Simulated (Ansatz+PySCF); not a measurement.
**doublet PH3(+): levels of theory in one basis**

```yaml
atoms:
  - { symbol: P, position_ang: [0.2933, 0.0014, 0.0026] }
  - { symbol: H, position_ang: [-0.1013, 0.0167, 1.3532] }
  - { symbol: H, position_ang: [-0.0906, -1.1662, -0.6640] }
  - { symbol: H, position_ang: [-0.0968, 1.1676, -0.6933] }
```

Basis set: cc-pVTZ on H; cc-pV(T+d)Z on P (spherical functions). Correlated methods keep 5 orbitals frozen. Correlation on ROHF uses semicanonical orbitals with singles. Charge 1, multiplicity 2.

Computed with Ansatz (development build ahead of 0.2.0); each method stands on the lowest determinant of its kind that the runs found.

| method | E − E(ROHF) (eV) | <S²> of the determinant |
| --- | --- | --- |
| ROHF | 0.00 | 0.75 |
| UHF | -0.07 | 0.76 |
| ROHF-MP2 | -3.60 | – |
| UHF-MP2 | -3.61 | 0.76 |
